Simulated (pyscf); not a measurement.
PySCF, gas phase, ωB97X-D3(BJ)/def2-SVP geometries.

**Question.** `[OH][In]=[PH]` + `[H][H]` → `[PH2][In]` [singlet] + `[OH2]`
Surface: singlet. Broken: In–O, H–H. Formed: H–P, H–O. Give ΔE‡ and ΔE from ωB97M-D3(BJ)/def2-TZVP, relative to the separated reactants.

**Answer.** ΔE‡ = 34.4 kcal/mol, ΔE = -26.9 kcal/mol. Zero-point energy shifts the barrier by +1.7 kcal/mol. It is a concerted two-bond exchange, with an imaginary mode of 460i cm⁻¹. On the product side the descent ends in a bound adduct (not fully relaxed), 8.8 kcal/mol under the separated species and 70.6 kcal/mol under the saddle at ωB97X-D3(BJ)/def2-TZVP. At ωB97X-D3(BJ)/def2-TZVP the barrier from the zero used here is 37.4 kcal/mol. This is the saddle that the search found; another between the same sides may lie lower. A restricted solution here is unstable towards spin polarisation, so biradical character is likely and single-reference numbers are less safe. Elements past Kr carry the def2 core potentials, without spin-orbit coupling.
